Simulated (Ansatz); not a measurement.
A calculation with Ansatz (development build ahead of 0.2.0).

```yaml
crystal:
  periodic: [false, false, false]
  atoms:
    - { symbol: O, position_ang: [0.0, 0.0, -1.81668] }
    - { symbol: C, position_ang: [0.0, 0.0, -0.56773] }
    - { symbol: S, position_ang: [0.0, 0.0, 1.12124] }
basis:
  gaussian: { orbitals: cc-pVDZ }
hamiltonian:
  xc: hf
correlation:
  method: mp2
  frozen_orbitals: { C: 1, O: 1, S: 5 }
```

The input is written out in the form of the current development build from the run's settings.

Results

- Converged: yes
- Reference energy: -510.25364 hartree
- Correlation energy: -0.45570 hartree
- Total energy: -510.70934 hartree
- Spin squared of the determinant: 0.000
